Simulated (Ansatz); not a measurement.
**C₄H₇Cl: basis-set convergence**

Aim: see how fast density functionals converge with the basis set for C₄H₇Cl.

Computed with Ansatz 0.2.0, Gaussian basis. Level: one geometry, several basis sets.

Levels to be run: PBE0-D4/def2-SVP; ωB97M-V/def2-SVP; PBE0-D4/def2-QZVPP; ωB97M-V/def2-QZVPP; the functionals' def2-TZVPP values are taken from earlier runs.

### 1 The relaxed structure

The geometry comes from an earlier relaxation with PBE0-D4 in a triple-zeta def2 set; it is a stationary point, not always the lowest conformer.

SMILES `C/C=C/CCl`, 12 atoms, charge 0, spin multiplicity 1.

Atoms are counted from 1 here; the program's logs count them from 0.

Bond lengths: C1–C2 1.488 Å, C1–H6 1.095 Å, C1–H7 1.091 Å, C1–H8 1.094 Å, C2–C3 1.328 Å, C2–H9 1.089 Å, C3–C4 1.480 Å, C3–H10 1.088 Å, C4–Cl5 1.800 Å, C4–H11 1.089 Å, C4–H12 1.090 Å. Angles: C2–C1–H6 110.8°, C2–C1–H7 111.5°, C2–C1–H8 111.1°, H6–C1–H7 108.3°, H6–C1–H8 106.6°, H7–C1–H8 108.3°, C1–C2–C3 125.1°, C1–C2–H9 116.5°, C3–C2–H9 118.4°, C2–C3–C4 123.4°, C2–C3–H10 120.1°, C4–C3–H10 116.5°, C3–C4–Cl5 111.3°, C3–C4–H11 111.8°, C3–C4–H12 112.2°, Cl5–C4–H11 106.7°, Cl5–C4–H12 105.2°, H11–C4–H12 109.3°.

### 2 PBE0-D4 in def2-SVP

File in.yaml:

```yaml
crystal:
  periodic: [false, false, false]
  atoms:
    - {symbol: C, position_ang: [-1.229825, 1.046774, 1.125222]}
    - {symbol: C, position_ang: [-0.354396, 0.578779, 0.017304]}
    - {symbol: C, position_ang: [0.405329, -0.509407, 0.052748]}
    - {symbol: C, position_ang: [1.276666, -0.931656, -1.067071]}
    - {symbol: Cl, position_ang: [0.757955, -2.520935, -1.735126]}
    - {symbol: H, position_ang: [-2.272642, 1.106351, 0.798138]}
    - {symbol: H, position_ang: [-1.178248, 0.378431, 1.986360]}
    - {symbol: H, position_ang: [-0.946911, 2.052157, 1.452432]}
    - {symbol: H, position_ang: [-0.347813, 1.185829, -0.887249]}
    - {symbol: H, position_ang: [0.408973, -1.143998, 0.935990]}
    - {symbol: H, position_ang: [1.247370, -0.220801, -1.891569]}
    - {symbol: H, position_ang: [2.310540, -1.076723, -0.753077]}
basis:
  gaussian: {orbitals: def2-SVP}
hamiltonian: {xc: pbe0, dispersion: d4}
output: {orbitals: {seedname: orbitals}}
```

Run with:

```bash
$ ansatz run in.yaml --threads 4 --pin off --events-out ev --progress --plain --max-ram 10444MiB
```

After this run come: ωB97M-V in def2-SVP; PBE0-D4 in def2-QZVPP; ωB97M-V in def2-QZVPP.

**Question.** What will the summary of the whole plan be? Wanted: PBE0-D4: double and triple zeta above quadruple; ωB97M-V: double and triple zeta above quadruple.

The runs gave:

| quantity | value |
| --- | --- |
| PBE0-D4: double and triple zeta above quadruple | 9.63, 0.61 eV |
| ωB97M-V: double and triple zeta above quadruple | 9.84, 0.59 eV |

For PBE0-D4 the step from double to triple zeta gains 9.02 eV and the next only 0.61 eV. These are total energies; as a rule much of such shifts cancels in differences, which this series doesn't test. The LUMO of ωB97M-V is positive and keeps falling with the basis (2.27 to 1.76 eV): an unbound level that the basis holds in place.
